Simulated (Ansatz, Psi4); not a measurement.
# The same job for Psi4

Ansatz 0.2.0 runs this on doublet [PF3]−:

job.yaml:
```yaml
crystal:
  periodic: [false, false, false]
  atoms:
    - {symbol: F, position_ang: [0.834400, -0.663200, 0.874500]}
    - {symbol: P, position_ang: [-0.297500, 0.314600, 0.392300]}
    - {symbol: F, position_ang: [-1.061900, -0.696500, -0.536900]}
    - {symbol: F, position_ang: [0.525000, 1.045200, -0.730000]}
basis:
  gaussian: {orbitals: 6-311+G_st__st_-spherical.json}
total_charge: -1
magnetization: {spin_polarized: true, initial_magnetization: 1}
hamiltonian: {xc: {name: SVWN5}}
accuracy: high
output: {orbitals: {seedname: orbitals}}
```

```bash
$ ansatz run job.yaml --threads 1 --pin off --max-ram 3480MiB --events-out events.jsonl --progress --plain --runs-dir runs
```

(Basis files named in the input come from the Basis Set Exchange and aren't shown.)

The coordinates come from a PBE0-D4/def2-TZVP relaxation. That shape belongs to the parent species and isn't relaxed for this state.

The HOMO lies above zero, from self-interaction, a short basis or an unbound electron.

It gives a total energy of -637.911271 Eh.

**Question.** Translate the job to Psi4 1.11 as a Python script.

**Answer.** This input was run:

f3p.xyz:
```
4
F3P
F      0.834400    -0.663200     0.874500
P     -0.297500     0.314600     0.392300
F     -1.061900    -0.696500    -0.536900
F      0.525000     1.045200    -0.730000
```

run.py:
```python
import psi4

psi4.set_memory(1600000000)
psi4.set_num_threads(1)
psi4.set_output_file('psi4.out', False)

with open('f3p.xyz') as f:
    atoms = ''.join(f.readlines()[2:])
molecule = psi4.geometry('-1 2\n' + atoms + 'symmetry c1\nno_reorient\nno_com')

psi4.set_options({
    'basis': '6-311+G**',
    'reference': 'uks',
    'puream': True,
    'e_convergence': 1e-09,
    'd_convergence': 1e-08,
    'scf_type': 'pk',
    'dft_radial_points': 99,
    'dft_spherical_points': 590,
    'maxiter': 100,
})

E = psi4.energy('scf', dft_functional={"name": "SVWN5", "x_functionals": {"LDA_X": {}}, "c_functionals": {"LDA_C_VWN": {}}}, molecule=molecule)
print('E =', round(E, 9))
```

```bash
$ python run.py
```

Its energy is -637.911272 Eh, the same as the first but for the last digit, at most.
